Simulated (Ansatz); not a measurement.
Program: Ansatz 0.2.0.

A structure relaxed at PBE0-D4/def2-TZVP, charge 0, multiplicity 1:

Cartesian coordinates in Å:
```
F -1.517 1.374 -0.709
C -1.120 0.040 -0.576
C -0.877 -0.262 0.901
C 0.647 -0.160 1.115
C 1.201 0.403 -0.197
C 0.229 -0.128 -1.244
H -1.917 -0.560 -1.023
H -1.438 0.456 1.501
H -1.254 -1.255 1.155
H 1.066 -1.154 1.296
H 0.908 0.455 1.977
H 2.237 0.111 -0.382
H 1.163 1.495 -0.189
H 0.270 0.383 -2.207
H 0.403 -1.196 -1.418
```

Task: Give its formula and SMILES.

Result: C5H9F, `FC1CCCC1`.

Task: Point group (tolerance 0.08 Å, 0.16 Å for H)?

Result: C1.

Task: Summarise the bond lengths by kind.

Result: 1 × C–F 1.398 Å; 5 × C–C 1.515 to 1.543 Å; 9 × C–H 1.091 to 1.096 Å.
